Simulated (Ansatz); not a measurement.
in.yaml

```yaml
crystal:
  periodic: [false, false, false]
  atoms:
    - {symbol: Ti, position_ang: [0.000000, 0.000000, 0.000000]}
    - {symbol: O, position_ang: [0.000000, 0.000000, 1.581349]}
basis:
  gaussian: {orbitals: def2-SVP}
total_charge: 1
magnetization: {spin_polarized: false, initial_magnetization: 1}
correlation: {method: ccsdtq, electrons: outside_noble_gas}
```

```sh
$ ansatz run in.yaml --threads 2 --pin off --events-out ev --progress --plain --max-ram 24576MiB --backend cuda --devices 0, --max-vram 18GiB
```

Q: Roughly how long does this take on 2 threads of AMD EPYC 7R13 with a shared H100 80 GB, shared host, and how much host memory?

A: 87 s wall and 0.87 GiB.

```
825 factors; integrals over basis functions are off by at most 2.4e-7 eV
mean field evaluation 1: about -25084.6269 eV, gradient 1.0e2 eV
mean field evaluation 2: about -25084.7165 eV, gradient 1.0e2 eV
mean field evaluation 4: about -25108.8737 eV, gradient 1.5e1 eV
mean field evaluation 8: about -25109.6617 eV, gradient 1.4e0 eV
mean field evaluation 16: about -25109.7042 eV, gradient 4.9e-2 eV
mean field evaluation 32: about -25108.7151 eV, gradient 3.1e0 eV
mean field evaluation 64: about -25108.9214 eV, gradient 4.6e-3 eV
mean field evaluation 96: about -25108.7346 eV, gradient 4.4e-1 eV
mean field evaluation 128: about -25098.0238 eV, gradient 2.6e1 eV
mean field evaluation 160: about -25103.7544 eV, gradient 4.0e1 eV
...
cycle  20  -8.42262393 eV  change    2.8e-5 eV  update   3.1e-5
cycle  21  -8.42265735 eV  change   -3.3e-5 eV  update   2.5e-5
cycle  22  -8.42265883 eV  change   -1.5e-6 eV  update   1.1e-5
cycle  23  -8.42264555 eV  change    1.3e-5 eV  update   6.4e-6
cycle  24  -8.42264425 eV  change    1.3e-6 eV  update   5.3e-6
cycle  25  -8.42264428 eV  change   -3.6e-8 eV  update   2.3e-6
cycle  26  -8.42264289 eV  change    1.4e-6 eV  update   1.8e-6
cycle  27  -8.42264103 eV  change    1.9e-6 eV  update   1.3e-6
cycle  28  -8.42264246 eV  change   -1.4e-6 eV  update   1.0e-6
cycle  29  -8.42264262 eV  change   -1.6e-7 eV  update   5.4e-7
Total energy: -25120.44244204 eV, -923.1592324976 hartree
```
